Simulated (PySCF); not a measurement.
**MgO at PBE0**

Computed with PBE0; basis Mg x2c-TZVPPall, O x2c-TZVPPall; spin-free X2C with a Gaussian nucleus; PySCF 2.14.

```json
{"state": "¹Σ⁺ (singlet), closed shell, a second solution, started from another occupation", "bond length": "1.732 Å", "harmonic wavenumber": "831 cm⁻¹", "force constant": "3.91 mdyn/Å", "rotational constant Be": "0.5855 cm⁻¹", "anharmonicity ωexe": "5.28 cm⁻¹", "vibration–rotation constant αe": "0.00511 cm⁻¹", "energy of the minimum from ground-state Mg + O": "-2.02 eV", "HOMO–LUMO gap": "2.52 eV", "bond order (Mayer)": "1.91", "dipole moment (positive dipole means Mg(−)O(+))": "-7.55 D"}
```
